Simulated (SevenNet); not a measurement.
## Cuprite Ag2O

Level of theory: the machine-learned potential SevenNet-0 (trained on PBE and PBE+U data).

Cell (relaxed at this level):

```cif
data_Ag4O2
_chemical_formula_sum 'Ag4 O2'
_space_group_name_H-M_alt 'Pn-3m :1'
_space_group_IT_number 224
_space_group_name_Hall 'P 4n 2 3 -1n'
_cell_length_a 4.83784
_cell_length_b 4.83784
_cell_length_c 4.83784
_cell_angle_alpha 90.000
_cell_angle_beta 90.000
_cell_angle_gamma 90.000
loop_
_atom_site_label
_atom_site_type_symbol
_atom_site_symmetry_multiplicity
_atom_site_Wyckoff_symbol
_atom_site_fract_x
_atom_site_fract_y
_atom_site_fract_z
_atom_site_occupancy
Ag1 Ag 4 b 0.25000 0.25000 0.25000 1
O1 O 2 a 0.00000 0.00000 0.00000 1
```

```json
{
 "equilibrium_lattice_constant_a": "4.838 Å",
 "volume_per_atom": "18.87 Å³/atom"
}
```

Measured, for comparison: lattice constant a 4.745 Å, equilibrium volume per atom 17.81 Å³/atom (15 K, zero-point motion not removed; as tabulated in Gupta et al. (2014), arXiv:1311.4701). Computed (rounded) less measured: lattice constant a +2.0 %, equilibrium volume per atom +6.0 %.

A machine-learned potential is trained on density-functional data: it inherits that level's misses and adds fitting errors of its own.

Note: this model's volume lies 7 % above that of the starting cell (a measured, published or database cell).
